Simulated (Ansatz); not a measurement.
This script for Ansatz 0.2.0, Python API starts 8 runs on C2H3N, SMILES CC#N. What input does the engine get in each?

The script, `c2h3n_scan.py`:
```python
from dataclasses import dataclass

import ansatz as az
import numpy as np


@dataclass(frozen=True)
class Settings:
    basis_set: str = "6-31G*"
    functional: str = "HF"


cfg = Settings()

GEOMETRY = """
C    -0.24580    0.28060   -0.20220
C     0.56360   -0.67450    0.41810
N     1.21830   -1.46150    0.90740
H     0.14400    0.58520   -1.21880
H    -1.31590   -0.05590   -0.32570
H    -0.32210    1.26210    0.37500
"""


def main() -> None:
    geometry = az.Crystal.molecule()
    for line in GEOMETRY.strip().splitlines():
        symbol, *xyz = line.split()
        geometry = geometry.atom(symbol, [float(v) for v in xyz])

    symbols = [site.symbol for site in geometry.cartesian_sites]
    start = np.array([site.position_ang for site in geometry.cartesian_sites])
    axis = (start[1] - start[0]) / np.linalg.norm(start[1] - start[0])
    moving = [1, 2]
    lengths, energies = [1.23, 1.285, 1.341, 1.397, 1.453, 1.509, 1.565, 1.649], []
    for length in lengths:
        xyz = start.copy()
        xyz[moving] += (length - np.linalg.norm(start[1] - start[0])) * axis
        point = az.Crystal.molecule()
        for symbol, xyz in zip(symbols, xyz):
            point = point.atom(symbol, xyz.tolist())
        calculation = (
            point.calculation()
            .basis(gaussian=cfg.basis_set)
            .functional(cfg.functional)
        )
        rep = calculation.run(threads=1).report
        energies.append(rep["free_energy_ev"])
        print(f"r = {length:6.3f} A  E = {energies[-1]:.5f} eV  <S^2> = {abs(rep['mean_field']['state']['spin_squared']):.3f}")

    fit = np.polynomial.Polynomial.fit(lengths, np.array(energies) - min(energies), 4).convert()
    roots = [r.real for r in fit.deriv().roots() if abs(r.imag) < 1e-9 and fit.deriv(2)(r.real) > 0]
    r_e = min(roots, key=lambda r: abs(r - lengths[int(np.argmin(energies))]))
    print(f"minimum of the fit at {r_e:.4f} A, force constant {fit.deriv(2)(r_e):.2f} eV/A^2")


if __name__ == "__main__":
    main()
```

Run 1:
```yaml
crystal:
  periodic: [false, false, false]
  atoms:
    - { symbol: C, position_ang: [-0.2458, 0.2806, -0.2022] }
    - { symbol: C, position_ang: [0.46675017290643955, -0.560216246779022, 0.34387718341223683] }
    - { symbol: "N", position_ang: [1.1214501729064394, -1.347216246779022, 0.8331771834122368] }
    - { symbol: H, position_ang: [0.144, 0.5852, -1.2188] }
    - { symbol: H, position_ang: [-1.3159, -0.0559, -0.3257] }
    - { symbol: H, position_ang: [-0.3221, 1.2621, 0.375] }
basis:
  gaussian:
    orbitals: "6-31G*"
hamiltonian:
  xc: hf
```

Run 2, against run 1:
```diff
-    - { symbol: C, position_ang: [0.46675017290643955, -0.560216246779022, 0.34387718341223683] }
-    - { symbol: "N", position_ang: [1.1214501729064394, -1.347216246779022, 0.8331771834122368] }
+    - { symbol: C, position_ang: [0.498612172507947, -0.5978137212284904, 0.36829526884936936] }
+    - { symbol: "N", position_ang: [1.153312172507947, -1.3848137212284906, 0.8575952688493693] }
```

Run 3, against run 1:
```diff
-    - { symbol: C, position_ang: [0.46675017290643955, -0.560216246779022, 0.34387718341223683] }
-    - { symbol: "N", position_ang: [1.1214501729064394, -1.347216246779022, 0.8331771834122368] }
+    - { symbol: C, position_ang: [0.5310534811931182, -0.6360947861224947, 0.393157319476268] }
+    - { symbol: "N", position_ang: [1.1857534811931183, -1.4230947861224947, 0.8824573194762679] }
```

Run 4, against run 1:
```diff
-    - { symbol: C, position_ang: [0.46675017290643955, -0.560216246779022, 0.34387718341223683] }
-    - { symbol: "N", position_ang: [1.1214501729064394, -1.347216246779022, 0.8331771834122368] }
+    - { symbol: C, position_ang: [0.5634947898782895, -0.674375851016499, 0.41801937010316653] }
+    - { symbol: "N", position_ang: [1.2181947898782894, -1.4613758510164991, 0.9073193701031665] }
```

Run 5, against run 1:
```diff
-    - { symbol: C, position_ang: [0.46675017290643955, -0.560216246779022, 0.34387718341223683] }
-    - { symbol: "N", position_ang: [1.1214501729064394, -1.347216246779022, 0.8331771834122368] }
+    - { symbol: C, position_ang: [0.5959360985634607, -0.7126569159105033, 0.4428814207300652] }
+    - { symbol: "N", position_ang: [1.2506360985634608, -1.4996569159105033, 0.9321814207300652] }
```

Run 6, against run 1:
```diff
-    - { symbol: C, position_ang: [0.46675017290643955, -0.560216246779022, 0.34387718341223683] }
-    - { symbol: "N", position_ang: [1.1214501729064394, -1.347216246779022, 0.8331771834122368] }
+    - { symbol: C, position_ang: [0.6283774072486319, -0.7509379808045075, 0.4677434713569637] }
+    - { symbol: "N", position_ang: [1.283077407248632, -1.5379379808045075, 0.9570434713569637] }
```

Run 7, against run 1:
```diff
-    - { symbol: C, position_ang: [0.46675017290643955, -0.560216246779022, 0.34387718341223683] }
-    - { symbol: "N", position_ang: [1.1214501729064394, -1.347216246779022, 0.8331771834122368] }
+    - { symbol: C, position_ang: [0.6608187159338031, -0.7892190456985118, 0.4926055219838623] }
+    - { symbol: "N", position_ang: [1.315518715933803, -1.5762190456985117, 0.9819055219838623] }
```

Run 8, against run 1:
```diff
-    - { symbol: C, position_ang: [0.46675017290643955, -0.560216246779022, 0.34387718341223683] }
-    - { symbol: "N", position_ang: [1.1214501729064394, -1.347216246779022, 0.8331771834122368] }
+    - { symbol: C, position_ang: [0.7094806789615601, -0.8466406430395181, 0.5298985979242102] }
+    - { symbol: "N", position_ang: [1.36418067896156, -1.6336406430395183, 1.0191985979242102] }
```

```console
$ python c2h3n_scan.py
r =  1.230 A  E = -3588.28020 eV  <S^2> = 0.000
r =  1.285 A  E = -3588.99584 eV  <S^2> = 0.000
r =  1.341 A  E = -3589.44463 eV  <S^2> = 0.000
r =  1.397 A  E = -3589.67896 eV  <S^2> = 0.000
r =  1.453 A  E = -3589.75144 eV  <S^2> = 0.000
r =  1.509 A  E = -3589.70250 eV  <S^2> = 0.000
r =  1.565 A  E = -3589.56323 eV  <S^2> = 0.000
r =  1.649 A  E = -3589.23575 eV  <S^2> = 0.000
minimum of the fit at 1.4553 A, force constant 37.66 eV/A^2
```

Reading the output:
- The settings weren't tested for convergence.
- The rest of the molecule is held rigid at a force-field or estimated start geometry, and the basis set is modest; single-reference methods fail as a bond breaks.
- Hartree-Fock leaves correlation out, so bond, atomisation and ionisation energies come out well too low.
- The orbitals are restricted, so S² is zero by construction.
- Timing: 2.2 s on 1 thread of Arm Neoverse V1, with other jobs on the host, peak memory 0.15 GiB.

(Lines on the test bed's own set-up are left out of the output.)
